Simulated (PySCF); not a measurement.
# How methods differ on the ionisation energy of Si

Si [Ne] 3s2 3p2 (3P) → Si+ [Ne] 3s2 3p1 (2P), as a difference of total energies. All numbers are calculated (PySCF 2.14, scalar relativity by spin-free X2C-1e, in cc-pVTZ-DK). Correlated levels: valence: [Ne] frozen. The calculations carry no spin-orbit coupling.

| method | ionisation energy (eV) | error (eV) |
| --- | --- | --- |
| UHF | 7.630 | -0.527 |
| r2SCAN | 8.316 | +0.159 |
| BP86 | 8.245 | +0.088 |
| MP2 (valence) | 8.031 | -0.126 |
| SCS-MP2 (valence) | 7.946 | -0.211 |
| CCSD (valence) | 8.060 | -0.097 |
| CCSD(T) (valence) | 8.097 | -0.060 |

Reference: 8.157 eV (measured; NIST levels, between the centres of gravity of the two terms).

Errors of the correlated levels include the incompleteness of this basis and the frozen core.
